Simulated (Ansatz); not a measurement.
Abstraction of H: CH3N + SiH(NH2)2 → CH2N + SiH2(NH2)2

Species: CH3N (methanimine) `C=N`, singlet; SiH(NH2)2, doublet; CH2N `C=[N]`, doublet; SiH2(NH2)2, singlet. A radical takes H: the energy is the difference in strength between the N–H bond broken and the Si–H bond made.

Shapes, held fixed at every level: PBE0-D4/def2-TZVP. Flexible molecules stand in one conformer, not always the lowest. Programs: Ansatz 0.2.0. The zero-point and thermal change to 298 K, harmonic and unscaled (PBE0-D4/def2-TZVP), is -13.2 kJ/mol.

```tsv
level	kind	ΔH(298 K) (kJ/mol)
HF/def2-SVP	Hartree–Fock	-77.8
PBE-D4/def2-TZVPP	GGA	-7.2
r2SCAN-D4/def2-TZVPP	meta-GGA	-24.3
B3LYP-D4/def2-TZVPP	global hybrid	-25.1
BHLYP-D4/def2-TZVPP	global hybrid	-39.7
wB97X-V/def2-TZVPP	range-separated hybrid	-31.3
B2PLYP/def2-TZVPP	double hybrid	-23.8
```

B2PLYP/def2-TZVPP gives ΔH(298 K) = -23.8 kJ/mol; the levels span -77.8 to -7.2. The median of the levels is -25.1. No measured value is set beside it here. Spin contamination: CH2N (⟨S²⟩ up to 0.93). Open shells run unrestricted.
